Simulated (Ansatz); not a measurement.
Compare A (`C1NCS1`) with its isomer B (`N/C=C\S`).

Program: Ansatz. Geometries: PBE0-D4/def2-TZVP. ΔE: electronic, gas phase. CBS: MP2 limit from def2 TZ/QZ plus the TZ coupled-cluster correction, frozen cores. DFT in def2-TZVPP. One conformer a species, not always the lowest.

Q: Which isomer does CCSD(T)/CBS put lower? Give the gap. (Best estimate.)

A: Ansatz gave: B, by 16.0 kcal/mol.

Q: Give E(B) − E(A) in kcal/mol with CCSD(T)/def2-TZVPP, r2SCAN-D4, PBE-D4, PBE0-D4, CCSD(T)/def2-SVP, ωB97M-V, HF/def2-TZVPP. (Estimate.)

A: Computed: CCSD(T)/def2-TZVPP -15.4, r2SCAN-D4 -19.1, PBE-D4 -17.6, PBE0-D4 -15.7, CCSD(T)/def2-SVP -16.7, ωB97M-V -15.9, HF/def2-TZVPP -17.6. None reverses the order clearly.

Q: Does the order hold for the free energy at 298.15 K (harmonic terms from PBE0-D4)? (An estimate is asked.)

A: Computed: Yes: G(B) − G(A) = -18.9 kcal/mol, for one conformer each.

Largest T1 diagnostic: 0.012.

In def2-TZVPP, CCSD(T) changes the Hartree–Fock value by +2.2 kcal/mol (the triples alone add −0.3 kcal/mol) and MP2 by +2.1 kcal/mol. Leaving LDA and LC-ωPBE aside and taking each functional with its dispersion term where it has one, the values, not all of them listed here, spread over 7.4 kcal/mol, from BLYP-D4 to ωB97X-V.
